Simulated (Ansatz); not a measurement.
Two shapes of singlet BNH6.

Shape 1:

```xyz
8

B     0.0000    0.0000   -0.9155
N     0.0000    0.0000    0.7196
H     0.0000   -1.1803   -1.2418
H    -1.0222    0.5901   -1.2418
H     1.0222    0.5901   -1.2418
H     0.0000    0.9514    1.0887
H    -0.8239   -0.4757    1.0887
H     0.8239   -0.4757    1.0887
```

Shape 2:

```xyz
8

B    -0.0009   -0.0469   -0.8981
N     0.0271   -0.0101    0.7603
H     0.0480   -1.1730   -1.2297
H    -1.0455    0.5784   -1.2845
H     0.9829    0.5596   -1.2364
H     0.0302    0.9600    1.1276
H    -0.8685   -0.4962    1.0983
H     0.7807   -0.4709    1.0640
```

Basis set: cc-pVTZ (spherical functions). Correlated methods keep 2 orbitals frozen. Charge 0, multiplicity 1.

Computed with Ansatz (development build ahead of 0.2.0); each method stands on the lowest determinant of its kind that the runs found.

Which shape is lower in energy, and by how much in each method?

| method | E(2) − E(1) (eV) |
| --- | --- |
| RHF | 0.320 |
| RHF-MP2 | 0.330 |

Shape 1 is lower.
